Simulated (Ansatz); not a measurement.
Relaxation of CH$_{5}$AlS (8 atoms, charge 0, multiplicity 1), to a largest force component of 0.015 eV/Å in at most 40 steps.

Method: Ansatz, RKS PBE-D4/def2-SVP.

```xyz
8
Properties=species:S:1:pos:R:3:forces:R:3
C -0.688 0.931 -0.419 -0.58 1.41 -0.13
Al 0.801 -0.165 0.109 0.48 -0.47 0.03
S 0.502 -1.741 1.699 0.03 -0.04 -0.23
H -0.418 2.052 -0.246 -0.44 -1.34 -0.20
H -1.629 0.683 0.142 0.40 0.24 -0.12
H -0.943 0.844 -1.512 0.23 0.06 0.36
H 2.254 0.037 -0.584 -0.20 -0.06 0.17
H 0.212 -2.698 0.755 0.08 0.20 0.12
```

**Question.** Where does it end, and by what steps?

**Answer.** The run converged. After 10 steps the energy has fallen by 0.387 eV; H8 moved furthest, 1.12 Å.

```csv
step,energy less start (eV),largest force component (eV/Å),accepted
0,0.0000,1.410,yes
1,-0.0642,0.562,yes
2,-0.0751,0.115,yes
3,-0.1022,0.407,yes
4,-0.1319,0.923,yes
5,-0.2395,0.515,yes
6,-0.3068,0.463,yes
7,-0.3675,0.196,yes
8,-0.3861,0.039,yes
9,-0.3872,0.031,yes
10,-0.3874,0.014,yes
```

```xyz
8
Properties=species:S:1:pos:R:3
C -0.736 1.072 -0.422
Al 0.576 -0.333 -0.049
S 0.004 -1.928 1.364
H -0.357 2.057 -0.075
H -1.712 0.892 0.072
H -0.916 1.171 -1.514
H 2.036 -0.408 -0.699
H 1.197 -2.580 1.266
```

Time of the run: 42 s on 1 thread of Arm Neoverse N1, with other jobs on the host, peak memory 0.15 GiB.
